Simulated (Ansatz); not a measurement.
Input file:

```yaml
crystal:
  periodic: [false, false, false]
  atoms:
    - {symbol: Cu, position_ang: [0.000000, 0.000000, 1.833900]}
    - {symbol: C, position_ang: [0.000000, 0.000000, -0.361900]}
    - {symbol: O, position_ang: [0.000000, 0.000000, -1.472000]}
basis:
  gaussian: {orbitals: def2-SVP}
total_charge: 1
magnetization: {spin_polarized: false}
correlation: {method: ccsd_t, electrons: outside_noble_gas}
```

```sh
$ ansatz run in.yaml --threads 1 --pin off --events-out ev --progress --plain --max-ram 2816MiB --backend cpu
```

Log:

```
620 factors; integrals over basis functions are off by at most 8.6e-4 eV
mean field evaluation 1: about -47638.2738 eV, gradient 8.6e1 eV
mean field evaluation 2: about -47638.6800 eV, gradient 8.6e1 eV
mean field evaluation 4: about -47650.5930 eV, gradient 6.0e0 eV
mean field evaluation 8: about -47650.7523 eV, gradient 9.4e-1 eV
mean field evaluation 16: about -47638.2738 eV, gradient 8.6e1 eV
mean field -47650.75510033 eV, -1751.1329510952 hartree, gradient 1.0e-5 eV, S^2 0.000000; 0 other end points of the search recorded, 0 dependent functions left out
11 core orbitals not correlated: weight in the atoms' cores, before any rotation towards them, 1.000 or more for the frozen orbitals, at most 0.000 for the correlated occupied ones
reference -47650.75510033 eV, -1751.1329510952 hartree; 10, 10 occupied and 38, 38 virtual orbitals, 620 factors
second order -15.58936018 eV of doubles, -0.00000000 eV of singles
cycle   1  -14.07752074 eV  change     1.5e0 eV  update   1.4e-1
cycle   2  -14.70777650 eV  change   -6.3e-1 eV  update   5.8e-2
cycle   3  -14.81125499 eV  change   -1.0e-1 eV  update   2.2e-2
cycle   4  -14.82205774 eV  change   -1.1e-2 eV  update   9.9e-3
cycle   5  -14.81272306 eV  change    9.3e-3 eV  update   5.6e-3
cycle   6  -14.81625686 eV  change   -3.5e-3 eV  update   3.4e-3
cycle   7  -14.81819236 eV  change   -1.9e-3 eV  update   1.7e-3
cycle   8  -14.81659863 eV  change    1.6e-3 eV  update   9.4e-4
cycle   9  -14.81646591 eV  change    1.3e-4 eV  update   3.2e-4
cycle  10  -14.81682575 eV  change   -3.6e-4 eV  update   1.7e-4
cycle  11  -14.81661995 eV  change    2.1e-4 eV  update   9.4e-5
cycle  12  -14.81662381 eV  change   -3.9e-6 eV  update   3.3e-5
cycle  13  -14.81665317 eV  change   -2.9e-5 eV  update   1.3e-5
cycle  14  -14.81665384 eV  change   -6.6e-7 eV  update   4.4e-6
perturbative correction -0.60011707 eV, -0.0220538956 hartree
Total energy: -47666.17187124 eV, -1751.6995069762 hartree
```

Ran on 1 thread of AMD EPYC 7R13, shared host: 1.1 s wall, 0.22 GiB peak host memory.
